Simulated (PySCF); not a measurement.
# C3H6O2: the cost of one run

Programs: PySCF 2.14.0, with density-fitted response routines of our own. Each step states its level of theory. These are calculated values for one molecule in the gas phase, unless marked as measured. Atoms are numbered from 0 throughout.

### Step 1. The starting structure

11 atoms, charge 0, multiplicity 1; geometry from: GFN2-xTB.

Bonds of the start (Å): C0–C1 1.52, C1–O2 1.43, O2–C3 1.32, C3–O4 1.20, C0–H5 1.09, C0–H6 1.09, C0–H7 1.09, C1–H8 1.09, C1–H9 1.09, C3–H10 1.10.

### Step 2. Relaxing the molecule at PBE0-D3(BJ)/def2-TZVP

Job settings and geometry (Å):

```
{"job": {"xc": "PBE0", "basis": "def2-TZVP", "d3": "d3bj", "grid": 2, "kind": "geom"}, "charge": 0, "multiplicity": 1}
C     -1.850190     0.406720     0.291980
C     -0.931390    -0.561550    -0.438320
O      0.250780     0.101500    -0.907140
C      1.248670     0.224650    -0.053320
O      1.290220    -0.175490     1.072300
H     -2.746950    -0.115240     0.613050
H     -1.345340     0.808790     1.167220
H     -2.131180     1.228090    -0.362700
H     -1.408710    -0.961920    -1.334840
H     -0.636090    -1.379260     0.227100
H      2.073650     0.762170    -0.552330
```

**Question.** How long does this first job take on 8 threads of Arm Neoverse V2, shared host?

About 55 s.
